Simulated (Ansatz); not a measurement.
## Molecular dynamics of AlH6OP

Input:

```yaml
crystal:
  periodic: [false, false, false]
  atoms:
    - { symbol: Al, position_ang: [-0.007808, 1.138692, -0.429084] }
    - { symbol: O, position_ang: [0.980353, -0.294967, -1.153812] }
    - { symbol: H, position_ang: [-1.331916, 1.418374, -1.288466] }
    - { symbol: H, position_ang: [0.9435, 2.261589, 0.188051] }
    - { symbol: H, position_ang: [0.529674, -1.05414, -0.16973] }
    - { symbol: P, position_ang: [-0.410256, -0.687772, 1.164429] }
    - { symbol: H, position_ang: [0.849772, -0.622475, -2.063431] }
    - { symbol: H, position_ang: [0.114725, -0.811269, 2.482955] }
    - { symbol: H, position_ang: [-1.667944, -1.347934, 1.268987] }
basis:
  gaussian: { orbitals: def2-SVP }
hamiltonian:
  xc: pbe
  dispersion: d4
md:
  timestep: 0.5
  n_steps: 200
  ensemble: nve
  temperature: 300.0
  initial_velocities: maxwell_boltzmann
  seed: 11076
```

Command:

```bash
$ ansatz run input.yaml --threads 2 --pin off --max-ram 3072MiB --backend cpu --events-out ev --progress --plain --runs-dir out
```

It starts at the highest image of a converged band. Of that band: The profile has 2 maxima (images 3, 5) with wells between them (image 4): this band takes more than one step, which may be the mechanism or a detour left from its start path. A structure lower than the last end lies on the path between it and the top, so the climb from that side starts below the end, which may itself be a saddle point or a shallow side well. A vibrational analysis at the climbing image gives one clearly imaginary mode, 942i cm⁻¹: a first-order saddle point.

Output, in part (step lines, the closing report, with atoms numbered from 0):

```
md step     0: t =     0.00 fs  T =   300.0 K  F+E_penalty+E_count = -18013.36445851 eV  E_kin = 0.271446 eV  conserved = -18013.09301251 eV  (26 SCF iters)
md step     1: t =     0.50 fs  T =   290.6 K  F+E_penalty+E_count = -18013.35583534 eV  E_kin = 0.262981 eV  conserved = -18013.09285404 eV  (27 SCF iters)
md step     2: t =     1.00 fs  T =   266.1 K  F+E_penalty+E_count = -18013.33302043 eV  E_kin = 0.240750 eV  conserved = -18013.09227070 eV  (27 SCF iters)
md step     3: t =     1.50 fs  T =   236.1 K  F+E_penalty+E_count = -18013.30513788 eV  E_kin = 0.213592 eV  conserved = -18013.09154552 eV  (27 SCF iters)
md step     4: t =     2.00 fs  T =   212.3 K  F+E_penalty+E_count = -18013.28324315 eV  E_kin = 0.192110 eV  conserved = -18013.09113288 eV  (27 SCF iters)
md step     5: t =     2.50 fs  T =   201.5 K  F+E_penalty+E_count = -18013.27363275 eV  E_kin = 0.182354 eV  conserved = -18013.09127908 eV  (27 SCF iters)
md step     6: t =     3.00 fs  T =   201.7 K  F+E_penalty+E_count = -18013.27427710 eV  E_kin = 0.182489 eV  conserved = -18013.09178852 eV  (27 SCF iters)
md step     7: t =     3.50 fs  T =   204.8 K  F+E_penalty+E_count = -18013.27759038 eV  E_kin = 0.185349 eV  conserved = -18013.09224107 eV  (27 SCF iters)
[... lines left out ...]
Total energy: -18013.69452151 eV, -661.9910635448 hartree
Atom 0 at     0.234874     0.975227    -0.546795 Å, force     0.576695    -0.096305    -1.009795 eV/Å
Atom 1 at     1.065654     0.315177    -2.018076 Å, force     0.576561     1.220725     2.492913 eV/Å
Atom 2 at    -1.365070     0.806515    -0.712221 Å, force     0.038008     0.194352     0.141175 eV/Å
Atom 3 at     1.103524     2.036575     0.401771 Å, force    -0.429322    -0.626631    -0.456379 eV/Å
Atom 4 at    -0.240333    -1.216200     2.995110 Å, force     0.259378     0.161814    -0.665814 eV/Å
Atom 5 at    -0.589621    -0.821744     1.617260 Å, force    -0.821275    -0.805116     1.073658 eV/Å
Atom 6 at     0.493748    -0.110436    -2.635547 Å, force    -0.988930    -0.733176    -1.029291 eV/Å
Atom 7 at    -1.970510    -0.678900     2.087728 Å, force     0.448730     0.422771    -0.465406 eV/Å
Atom 8 at    -0.921909    -2.185407     1.235400 Å, force     0.340156     0.261566    -0.081062 eV/Å
Dipole moment:    -0.405211    -0.466574     0.422232 e Å
```

The steps, from the saved trajectory:

```json
{"time (fs)": "0", "T (K)": "300", "potential energy less start (eV)": "0.000", "conserved less start (meV/atom)": "0.00"}
{"time (fs)": "3", "T (K)": "202", "potential energy less start (eV)": "0.090", "conserved less start (meV/atom)": "0.14"}
{"time (fs)": "6", "T (K)": "168", "potential energy less start (eV)": "0.121", "conserved less start (meV/atom)": "0.19"}
{"time (fs)": "9", "T (K)": "253", "potential energy less start (eV)": "0.043", "conserved less start (meV/atom)": "0.02"}
{"time (fs)": "12", "T (K)": "199", "potential energy less start (eV)": "0.093", "conserved less start (meV/atom)": "0.15"}
{"time (fs)": "15", "T (K)": "275", "potential energy less start (eV)": "0.024", "conserved less start (meV/atom)": "0.20"}
{"time (fs)": "18", "T (K)": "503", "potential energy less start (eV)": "-0.183", "conserved less start (meV/atom)": "0.01"}
{"time (fs)": "21", "T (K)": "579", "potential energy less start (eV)": "-0.251", "conserved less start (meV/atom)": "0.12"}
{"time (fs)": "24", "T (K)": "673", "potential energy less start (eV)": "-0.336", "conserved less start (meV/atom)": "0.14"}
{"time (fs)": "27", "T (K)": "711", "potential energy less start (eV)": "-0.372", "conserved less start (meV/atom)": "0.01"}
{"time (fs)": "30", "T (K)": "638", "potential energy less start (eV)": "-0.305", "conserved less start (meV/atom)": "0.11"}
{"time (fs)": "33", "T (K)": "684", "potential energy less start (eV)": "-0.346", "conserved less start (meV/atom)": "0.18"}
{"time (fs)": "36", "T (K)": "862", "potential energy less start (eV)": "-0.509", "conserved less start (meV/atom)": "-0.01"}
{"time (fs)": "39", "T (K)": "869", "potential energy less start (eV)": "-0.515", "conserved less start (meV/atom)": "0.03"}
{"time (fs)": "42", "T (K)": "779", "potential energy less start (eV)": "-0.432", "conserved less start (meV/atom)": "0.18"}
{"time (fs)": "45", "T (K)": "756", "potential energy less start (eV)": "-0.412", "conserved less start (meV/atom)": "0.03"}
{"time (fs)": "48", "T (K)": "666", "potential energy less start (eV)": "-0.330", "conserved less start (meV/atom)": "0.05"}
{"time (fs)": "51", "T (K)": "680", "potential energy less start (eV)": "-0.342", "conserved less start (meV/atom)": "0.18"}
{"time (fs)": "54", "T (K)": "788", "potential energy less start (eV)": "-0.441", "conserved less start (meV/atom)": "0.07"}
{"time (fs)": "57", "T (K)": "757", "potential energy less start (eV)": "-0.413", "conserved less start (meV/atom)": "0.04"}
{"time (fs)": "60", "T (K)": "752", "potential energy less start (eV)": "-0.408", "conserved less start (meV/atom)": "0.14"}
{"time (fs)": "63", "T (K)": "763", "potential energy less start (eV)": "-0.418", "conserved less start (meV/atom)": "0.15"}
{"time (fs)": "66", "T (K)": "794", "potential energy less start (eV)": "-0.446", "conserved less start (meV/atom)": "0.05"}
{"time (fs)": "69", "T (K)": "835", "potential energy less start (eV)": "-0.483", "conserved less start (meV/atom)": "0.13"}
{"time (fs)": "72", "T (K)": "870", "potential energy less start (eV)": "-0.514", "conserved less start (meV/atom)": "0.14"}
{"time (fs)": "75", "T (K)": "800", "potential energy less start (eV)": "-0.452", "conserved less start (meV/atom)": "0.06"}
{"time (fs)": "78", "T (K)": "719", "potential energy less start (eV)": "-0.378", "conserved less start (meV/atom)": "0.13"}
{"time (fs)": "81", "T (K)": "701", "potential energy less start (eV)": "-0.361", "conserved less start (meV/atom)": "0.18"}
{"time (fs)": "84", "T (K)": "676", "potential energy less start (eV)": "-0.339", "conserved less start (meV/atom)": "0.08"}
{"time (fs)": "87", "T (K)": "676", "potential energy less start (eV)": "-0.339", "conserved less start (meV/atom)": "0.12"}
{"time (fs)": "90", "T (K)": "680", "potential energy less start (eV)": "-0.342", "conserved less start (meV/atom)": "0.17"}
{"time (fs)": "93", "T (K)": "637", "potential energy less start (eV)": "-0.304", "conserved less start (meV/atom)": "0.11"}
{"time (fs)": "96", "T (K)": "687", "potential energy less start (eV)": "-0.349", "conserved less start (meV/atom)": "0.08"}
{"time (fs)": "99", "T (K)": "665", "potential energy less start (eV)": "-0.329", "conserved less start (meV/atom)": "0.19"}
```

All steps were run. The conserved energy stayed within 0.24 meV per atom of its start (net change 0.1 meV per atom), so the integration is sound. The kinetic energy rose, since the run started high on the potential surface and went downhill. It ends in pieces (AlH3O + H3P), so much of that is their flight and rotation, not heat. A run of 0.1 ps of so small a system gives no equilibrium averages. The orbitals stay closed-shell, which can raise the energy where a bond breaks towards radicals; this wasn't checked here.

Between its relaxed ends the band would form O2–H5 and break H5–P6. These pairs go: O2–H5 1.32 → 5.40 Å, H5–P6 1.67 → 1.48 Å. In the last frame they stand as before the step (other bonds may differ from the relaxed reactants and products). Also parted: Al1–P6 2.46 → 2.93 Å. It ends as AlH3O + H3P by the count below, though a long contact still joins these pieces: Al1–P6, 2.93 Å. Pairs count as bonded within 1.25 times the sum of covalent radii (0.12 Å more for H–H).

Last frame:

```xyz
9
Properties=species:S:1:pos:R:3
Al 0.235 0.975 -0.547
O 1.066 0.315 -2.018
H -1.365 0.806 -0.712
H 1.103 2.037 0.402
H -0.240 -1.216 2.995
P -0.590 -0.822 1.617
H 0.494 -0.110 -2.635
H -1.970 -0.679 2.088
H -0.922 -2.185 1.235
```

Run time: 3.1 min on 2 threads of AMD EPYC 7R13 Processor (Zen 3) (shared host), peak memory 0.17 GiB.
